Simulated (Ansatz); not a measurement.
**SiH₂S: a ladder of functionals and wavefunction methods**

An exercise on one series of results from a longer session: the logs are not shown, and one member is left open.

Method: functionals in def2-TZVPP, the program's frozen cores in correlated methods; program: Ansatz 0.2.0, Gaussian basis.

Plan: LDA (SPW92), PBE-D4, revPBE-D4, BLYP-D4, r2SCAN-D4, B97M-V, PBE0-D4, B3LYP-D4, r2SCANh-D4, r2SCAN0-D4, HSE06-D4, BHLYP-D4, CAM-B3LYP-D4, LC-ωPBE, ωB97X-V, ωB97M-V, B2PLYP, PBE-QIDH; CCSD(T)/def2-SVP; CCSD(T)/def2-TZVPP; CCSD(T)/def2-QZVPP; extrapolation to the limit; RPA on PBE.

1 further run of the same task is left out (it didn't finish).

## The relaxed structure

An earlier PBE0-D4 in a triple-zeta def2 set relaxation fixed the geometry.

SMILES `[SiH]S`, 4 atoms, charge 0, spin multiplicity 1.

Atoms are counted from 1 here; the program's logs count them from 0.

Bond lengths: Si1–S2 2.115 Å, Si1–H3 1.525 Å, S2–H4 1.346 Å. Angles: S2–Si1–H3 89.3°, Si1–S2–H4 97.5°.

Coordinates:

```xyz
4
H2SSi
Si   -0.2628   -1.0744    0.1611
S     0.1905    0.9588   -0.2066
H     1.0175   -1.1908    0.9814
H    -0.8897    1.2460   -0.9562
```

The first run:

The input, in.yaml:

```yaml
crystal:
  periodic: [false, false, false]
  atoms:
    - {symbol: Si, position_ang: [-0.262757, -1.074443, 0.161085]}
    - {symbol: S, position_ang: [0.190500, 0.958847, -0.206590]}
    - {symbol: H, position_ang: [1.017471, -1.190823, 0.981388]}
    - {symbol: H, position_ang: [-0.889714, 1.246019, -0.956184]}
basis:
  gaussian: {orbitals: def2-TZVPP}
hamiltonian: {xc: lda}
output: {orbitals: {seedname: orbitals}}
```

Among the steps run: LDA; PBE-D4 (GGA); revPBE-D4 (GGA); BLYP-D4 (GGA); r2SCAN-D4 (meta-GGA); B97M-V (meta-GGA); PBE0-D4 (hybrid); B3LYP-D4 (hybrid); r2SCANh-D4 (hybrid); r2SCAN0-D4 (hybrid); HSE06-D4 (hybrid); BHLYP-D4 (hybrid); CAM-B3LYP-D4 (range-separated); LC-ωPBE-D4 (range-separated; the results give it without D4); ωB97X-V (range-separated); ωB97M-V (range-separated); B2PLYP (double hybrid); PBE-QIDH (double hybrid).

One of the session's tables, all rows but one given; the rest of the session is left out.

It belongs to the step «Orbital energies across the functionals». 

```
  functional  HOMO (eV)  LUMO (eV)  gap (eV)
 LDA (SPW92)      -5.88      -3.46      2.42
      PBE-D4      -5.82      -3.29      2.53
   revPBE-D4      -5.79      -3.23      2.56
     BLYP-D4          ?          ?         ?
   r2SCAN-D4      -6.03      -3.20      2.83
      B97M-V      -6.10      -3.13      2.97
     PBE0-D4      -6.88      -2.50      4.38
    B3LYP-D4      -6.69      -2.65      4.04
  r2SCANh-D4      -6.42      -2.89      3.53
  r2SCAN0-D4      -7.00      -2.44      4.56
    HSE06-D4      -6.48      -2.87      3.61
    BHLYP-D4      -7.82      -1.56      6.26
CAM-B3LYP-D4      -8.13      -1.39      6.74
     LC-ωPBE      -9.44      -0.37      9.07
     ωB97X-V      -9.11      -0.42      8.69
     ωB97M-V      -8.92      -0.51      8.41
```

**Question.** Estimate the row for BLYP-D4.

Worked estimate for «HOMO (eV)». Against the share of exact exchange, B3LYP-D4 (0.2, -6.69), BHLYP-D4 (0.5, -7.82) give a slope of -3.77 per unit share; at 0 the line stands at -5.94.

As computed: HOMO (eV): -5.69; LUMO (eV): -3.12; gap (eV): 2.57. In «HOMO (eV)» the line misses by -0.25.
